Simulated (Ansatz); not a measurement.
# H3 (doublet): from Hartree-Fock to the top rungs at distance H1–H2 along a hydrogen transfer = 0.745 Å, cc-pVQZ

An exercise on one series of results from a longer session: the logs are not shown, and one member is left open.

Method: cc-pVQZ, core rule «outside noble gas», up to 0 orbitals frozen; program: Ansatz 0.2.0, Gaussian basis.

The runs, in order: UHF; CCSD(T) on ROHF; CCSD(T) on UHF; BCCD(T) on ROHF; CISD; CCSDT on ROHF; CCSDT on UHF; CASSCF and NEVPT2, 3 electrons in 3 orbitals; Full CI.

9 further runs of the same task are left out: 1 for a mislabelled method, 8 that didn't finish.

### The geometry

The geometry derives from fragments relaxed apart (PBE0/def2-TZVP) and kept rigid, so it is no stationary point. A hydrogen atom is moved between rigid fragments.

3 atoms, charge 0, spin multiplicity 2.

Atoms are counted from 1 here; the program's logs count them from 0.

Bond lengths: H1–H2 0.745 Å.

Set-up of the first run:

Contents of in.yaml:

```yaml
crystal:
  periodic: [false, false, false]
  atoms:
    - {symbol: H, position_ang: [0.000000, 0.000000, -0.819000]}
    - {symbol: H, position_ang: [0.000000, 0.000000, -0.074000]}
    - {symbol: H, position_ang: [0.000000, 0.000000, 0.893000]}
basis:
  gaussian: {orbitals: cc-pVQZ}
magnetization: {spin_polarized: true, initial_magnetization: 1}
hamiltonian: {xc: hf}
output: {orbitals: {seedname: orbitals}}
```

Started as:

```
ansatz run in.yaml --threads 1 --pin off --events-out ev --progress --plain --max-ram 2393MiB
```

Among the steps run: UHF; CCSD(T) on ROHF; CCSD(T) on UHF; BCCD(T) on ROHF; CISD; CCSDT on ROHF; CCSDT on UHF; CASSCF and NEVPT2, 3 electrons in 3 orbitals; Full CI.

One table of the session follows, with a row left open; its other results are not shown here.

```
        method  from FCI (meV)
          ROHF         +1578.2
           UHF         +1406.4
          RMP2          +294.9
          UMP2          +290.3
          CISD               ?
         RCCSD           +17.3
         UCCSD           +15.0
      RCCSD(T)            +2.8
      UCCSD(T)            +2.7
       BCCD(T)            +2.7
        RCCSDT             0.0
        UCCSDT             0.0
CASSCF valence          +965.0
NEVPT2 valence          +240.8
           FCI               0
```

**Question.** Estimate the row for CISD.

As computed: from FCI (meV): +15.7. In the column «from FCI (meV)» it lies between UCCSD (+15.0) and RCCSD (+17.3).

Among the levels timed on like hardware and quicker than the yardstick, those that no quicker one beats, quickest first: NEVPT2 valence (0.84 s, +240.8 meV); UCCSD(T) (1.4 s, +2.7 meV); BCCD(T) (2.1 s, +2.7 meV).

Limits of these values: The yardstick is full CI for this spin, exact in this basis with these frozen cores. Restricted and unrestricted rows rest on different reference determinants; where their highest levels disagree by more than a few hundredths of an eV, they describe different states and don't form one ladder.
